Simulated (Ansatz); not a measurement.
# BFH4: the cost of one run

Method: RKS PBE/6-31G*, in Ansatz 0.2.0.

1 further run of the same task is left out (it didn't finish).

## Step 1: The starting structure

Bond lengths: B1–H3 1.190 Å, B1–H4 1.190 Å, B1–F5 1.620 Å. Angles: H3–B1–H4 120.0°, H3–B1–F5 97.0°, H4–B1–F5 101.2°.

Coordinates:

```xyz
6

B     0.0000    0.0000    0.0000
H     0.0000    0.0000    1.5400
H     1.0305    0.0000   -0.5950
H    -1.0305    0.0000   -0.5950
F     0.0677   -1.5359    0.5108
H     0.0382   -0.8667    1.4996
```

## Step 2: Pulling towards end A

Springs on the bonds that form and break draw the guess towards this end; the thresholds are loose.

Contents of input.yaml:

```yaml
crystal:
  periodic: [false, false, false]
  atoms:
    - { symbol: B, position_ang: [0.0, 0.0, 0.0] }
    - { symbol: H, position_ang: [0.0, 0.0, 1.54] }
    - { symbol: H, position_ang: [1.0305, 0.0, -0.595] }
    - { symbol: H, position_ang: [-1.0305, 0.0, -0.595] }
    - { symbol: F, position_ang: [0.0677, -1.5359, 0.5108] }
    - { symbol: H, position_ang: [0.0382, -0.8667, 1.4996] }
basis:
  gaussian: { orbitals: "6-31G*" }
hamiltonian:
  xc: pbe
relax:
  f_tol: 0.15
  max_steps: 25
  restrain:
    - { distance: [0, 4], at: 2.52, k: 30.0 }
    - { distance: [5, 1], at: 1.86, k: 30.0 }
    - { distance: [0, 1], at: 1.19, k: 30.0 }
    - { distance: [5, 4], at: 0.92, k: 30.0 }
```

Started as:

```bash
> ansatz run input.yaml --threads 1 --pin off --max-ram 2048MiB --backend cpu --events-out ev --progress --plain --runs-dir out
```

What time and memory should one allow on 1 thread of Arm Neoverse N1, shared host?

About 9 s, with a peak of 0.095 GiB.
